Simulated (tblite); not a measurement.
Write a Z-matrix for `CCN([PH-])CC` as optimised with GFN2-xTB. (Charge -1.)

Z-matrix in Å and degrees, rows numbered from 1:
```
C 
C   1  1.5326
N   2  1.4410  1  116.04
P   3  1.7791  2  114.28  1    71.35
C   3  1.4496  2  113.24  1   -63.56
C   5  1.5212  3  109.73  2  -159.28
H   1  1.0879  2  107.90  3   -53.56
H   1  1.0893  2  110.78  3    65.46
H   1  1.0910  2  110.69  3  -173.52
H   2  1.1058  1  109.18  3  -122.50
H   2  1.0932  1  108.51  3   119.48
H   4  1.3741  3   92.35  2   114.77
H   5  1.1027  3  107.99  2   -39.34
H   5  1.1038  3  112.84  2    79.45
H   6  1.0884  5  106.82  3   -53.04
H   6  1.0906  5  111.22  3  -173.35
H   6  1.0884  5  110.25  3    64.80
```

Of the pairs four or more bonds apart, P4···H15 is among the closest relative to their van der Waals radii: 2.67 Å, 89 % of the sum of Bondi's values. N3 (nitrogen bonded to 2 C and P) is pyramidal (angles 115.4°, 114.3° and 113.2°, sum 342.9°, 0.37 Å off the plane of its three neighbours).

Structure optimised with GFN2-xTB, isolated species.

Point group: C1 (no symmetry element, even within 0.4 Å). Its GFN2-xTB frequencies are all real (lowest 94 cm⁻¹). Torsions: C1–C2–N3–P4 71°, C2–N3–P4–H 115°, C2–N3–C5–C6 -159°. 2 starts were optimised and ended at 0.00 and 0.51 kcal/mol (GFN2-xTB); the lowest of these is shown.

One conformer stands for the species.

The numbers are calculated, not measured.
